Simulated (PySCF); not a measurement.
**Vertical excitation energies**

Species: sulfonium, H₃S (charge +1).
SMILES: `[SH3+]`

Computed, not measured: PySCF, TDDFT B3LYP/def2-SVPD, vertical, gas phase, core orbitals frozen in the response. Isolated species at its GFN2-xTB geometry, gas phase.

Task: List the vertical singlet excitations with oscillator strengths and describe the spectrum.

Result: 

```
state  E (eV)  E (kJ/mol)  λ (nm)       f  symmetry  main configurations (H = HOMO, L = LUMO)
   S1    9.69         935   128.0   0.051         E                            H→L/L+1 (≥93%)
   S2    9.70         935   127.9   0.051         E                            H→L/L+1 (≥93%)
   S3   10.31         995   120.3   0.089        A1                               H→L+2 (98%)
   S4   11.68        1127   106.1  0.0000         –                      H-2/H-1→L/L+1 (100%)
   S5   12.54        1210    98.9   0.011         E  H-2/H-1→L/L+1 (≥39%), H-2/H-1→L+2 (≥22%)
   S6   12.54        1210    98.9   0.012         E  H-2/H-1→L/L+1 (≥39%), H-2/H-1→L+2 (≥22%)
   S7   12.89        1244    96.2   0.023        A1          H-2/H-1→L/L+1 (57%), H→L+5 (41%)
```

Triplets, Tamm–Dancoff:

| state | E (eV) | λ (nm) | main configurations (H = HOMO, L = LUMO) |
| --- | --- | --- | --- |
| T1 | 8.06 | 153.9 | H→L/L+1 (≥96%) |
| T2 | 8.06 | 153.8 | H→L/L+1 (≥96%) |

The lowest singlet level (S1/S2) comes at 128 nm (935 kJ/mol) in the vacuum ultraviolet; it is of moderate strength. The lowest level is also the most intense of those listed (f = 0.102 summed). S1/S2 and S5/S6 lie within about 0.01 eV of each other in each set; the point group C3v has degenerate representations, and within a degenerate level the listed configurations can mix freely. Löwdin shares by element: HOMO sulfur 77%, hydrogen 23%; LUMO (one of a set within 0.03 eV) sulfur 62%, hydrogen 38%. Orbital energies (eV): HOMO-3 -29.91, HOMO-2 -20.64, HOMO-1 -20.63, HOMO -17.98, LUMO -7.24, LUMO+1 -7.24, LUMO+2 -6.47. Of the 7 states listed, 6 reach f = 0.01 and 1 stays under 0.0005. The listed states span 3.20 eV, and the widest gap between neighbours is 1.37 eV (S3 to S4). No computed singlet lies in the visible range (380 to 750 nm); the lowest, at 128 nm, stands 6.43 eV above its violet end (3.26 eV). Symmetry labels in C3v follow from the direction of the transition dipole and are given only for states with f of 0.002 or more. Orbitals of the list HOMO-3 to LUMO+2 that lie within 0.01 eV of each other are written together with a slash and their weights summed (≥ marks a lower bound); for degenerate orbitals outside that list single weights are arbitrary. The window holds the lowest 8 singlets. The highest level found (13.11 eV, f 0.090 so far) is left out, since the window may have cut off a degenerate partner.
